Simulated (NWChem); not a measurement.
The numbers come from NWChem runs, not from measurements. System: Na, charge 1, spin multiplicity 3. Its SCF solution wasn't tested for a lower state. Level: UHF/def2-TZVP.

NWChem printed:

```
             Northwest Computational Chemistry Package (NWChem) 7.3.0
             --------------------------------------------------------

                                NWChem Input Module
                                -------------------

 Scaling coordinates for geometry "geometry" by  1.889725989
 (inverse scale =  0.529177249)

                             Geometry "geometry" -> ""
                             -------------------------

 Output coordinates in angstroms (scale by  1.889725989 to convert to a.u.)

  No.       Tag          Charge          X              Y              Z
 ---- ---------------- ---------- -------------- -------------- --------------
    1 Na                  11.0000     0.00000000     0.00000000     0.00000000

 Effective nuclear repulsion energy (a.u.)       0.0000000000

            Nuclear Dipole moment (a.u.)
            ----------------------------
        X                 Y               Z
 ---------------- ---------------- ----------------
     0.0000000000     0.0000000000     0.0000000000

      Symmetry information
      --------------------

 Group name             D2h
 Group number             26
 Group order               8
 No. of unique centers     1

      Symmetry unique atoms

     1


 Summary of "ao basis" -> "" (spherical)
 ------------------------------------------------------------------------------
       Tag                 Description            Shells   Functions and Types
 ---------------- ------------------------------  ------  ---------------------
 *                         def2-tzvp                  on all atoms

 Summary of "ao basis" -> "ao basis" (spherical)
 ------------------------------------------------------------------------------
       Tag                 Description            Shells   Functions and Types
 ---------------- ------------------------------  ------  ---------------------
 Na                        def2-tzvp                12       32   5s4p3d

                                 NWChem SCF Module
                                 -----------------

  ao basis        = "ao basis"
  functions       =    32
  atoms           =     1
  alpha electrons =     6
  beta  electrons =     4
  charge          =   1.00
  wavefunction    = UHF
  use symmetry    = T
  symmetry adapt  = T

 Summary of "ao basis" -> "ao basis" (spherical)
 ------------------------------------------------------------------------------
       Tag                 Description            Shells   Functions and Types
[...]
  ----- ------------  ---------------      ----- ------------  ---------------
     3      0.672308  1 Na s                  2     -0.402003  1 Na s
     1     -0.251305  1 Na s

 Vector    3  Occ=1.000000D+00  E=-2.350739D+00  Symmetry=b1u
              MO Center=  7.2D-35,  3.4D-19, -9.4D-19, r^2= 2.0D-01
   Bfn.  Coefficient  Atom+Function         Bfn.  Coefficient  Atom+Function
  ----- ------------  ---------------      ----- ------------  ---------------
     8      0.912564  1 Na pz                11      0.153899  1 Na pz

 Vector    4  Occ=1.000000D+00  E=-2.350739D+00  Symmetry=b2u
              MO Center= -6.3D-33,  4.5D-19,  3.3D-20, r^2= 2.0D-01
   Bfn.  Coefficient  Atom+Function         Bfn.  Coefficient  Atom+Function
  ----- ------------  ---------------      ----- ------------  ---------------
     7      0.912564  1 Na py                10      0.153899  1 Na py

 Vector    5  Occ=0.000000D+00  E=-1.246675D+00  Symmetry=b3u
              MO Center= -2.7D-31,  3.7D-33,  1.7D-32, r^2= 2.6D-01
   Bfn.  Coefficient  Atom+Function         Bfn.  Coefficient  Atom+Function
  ----- ------------  ---------------      ----- ------------  ---------------
     6      0.817777  1 Na px                 9      0.289001  1 Na px

 Vector    6  Occ=0.000000D+00  E=-2.353386D-01  Symmetry=ag
              MO Center=  1.9D-32,  2.6D-21, -2.1D-22, r^2= 4.3D+00
   Bfn.  Coefficient  Atom+Function         Bfn.  Coefficient  Atom+Function
  ----- ------------  ---------------      ----- ------------  ---------------
     4      1.148111  1 Na s                  3     -0.236801  1 Na s

 Vector    7  Occ=0.000000D+00  E=-1.330639D-01  Symmetry=b1u
              MO Center= -1.0D-33,  5.1D-33, -4.7D-31, r^2= 7.3D+00
   Bfn.  Coefficient  Atom+Function         Bfn.  Coefficient  Atom+Function
  ----- ------------  ---------------      ----- ------------  ---------------
    14      0.585600  1 Na pz                17      0.495082  1 Na pz

 center of mass
 --------------
 x =   0.00000000 y =   0.00000000 z =   0.00000000

 moments of inertia (a.u.)
 ------------------
           0.000000000000           0.000000000000           0.000000000000
           0.000000000000           0.000000000000           0.000000000000
           0.000000000000           0.000000000000           0.000000000000

  Mulliken analysis of the total density
  --------------------------------------

    Atom       Charge   Shell Charges
 -----------   ------   -------------------------------------------------------
    1 Na  11    10.00   2.00  0.77  1.22  1.24 -0.24  4.56  0.44  0.00  0.00  0.00  0.00  0.00

  Mulliken analysis of the alpha density
  --------------------------------------

    Atom       Charge   Shell Charges
 -----------   ------   -------------------------------------------------------
    1 Na  11     6.00   1.00  0.41  0.59  1.25 -0.24  2.75  0.25 -0.00  0.00  0.00  0.00  0.00

   Mulliken analysis of the beta density
   -------------------------------------

    Atom       Charge   Shell Charges
 -----------   ------   -------------------------------------------------------
    1 Na  11     4.00   1.00  0.37  0.63 -0.00  0.00  1.81  0.19  0.00 -0.00  0.00  0.00 -0.00

   Mulliken analysis of the spin density
   -------------------------------------

    Atom       Charge   Shell Charges
 -----------   ------   -------------------------------------------------------
    1 Na  11     2.00   0.00  0.04 -0.04  1.25 -0.25  0.94  0.06 -0.00  0.00 -0.00  0.00  0.00

       Multipole analysis of the density wrt the origin
       ------------------------------------------------

     L   x y z        total         alpha         beta         nuclear
     -   - - -        -----         -----         ----         -------
     0   0 0 0      1.000000     -6.000000     -4.000000     11.000000

     1   1 0 0     -0.000000     -0.000000      0.000000      0.000000
     1   0 1 0     -0.000000      0.000000     -0.000000      0.000000
     1   0 0 1      0.000000     -0.000000      0.000000      0.000000

     2   2 0 0     -6.259054     -5.743327     -0.515727      0.000000
     2   1 1 0     -0.000000     -0.000000     -0.000000      0.000000
     2   1 0 1      0.000000      0.000000      0.000000      0.000000
     2   0 2 0     -6.374418     -5.563117     -0.811301      0.000000
     2   0 1 1     -0.000000     -0.000000      0.000000      0.000000
     2   0 0 2     -6.374418     -5.563117     -0.811301      0.000000

 Task  times  cpu:        0.2s     wall:        0.2s

 Total times  cpu:        0.2s     wall:        0.2s
```

Write an NWChem input that would produce this output.

One answer among several that fit: 
```
start mol
memory heap 200 mb stack 900 mb global 1100 mb
charge 1
geometry units angstroms nocenter noautoz
  Na     0.000000     0.000000     0.000000
  symmetry group D2h
end
basis spherical
  * library def2-tzvp
end
scf
  uhf
  nopen 2
  maxiter 100
  thresh 1e-7
  semidirect memsize 60000000 filesize 0
  # guess.movecs holds the orbitals of an unrestricted PBE0 run
  vectors input guess.movecs output mol.movecs
end
task scf energy
```
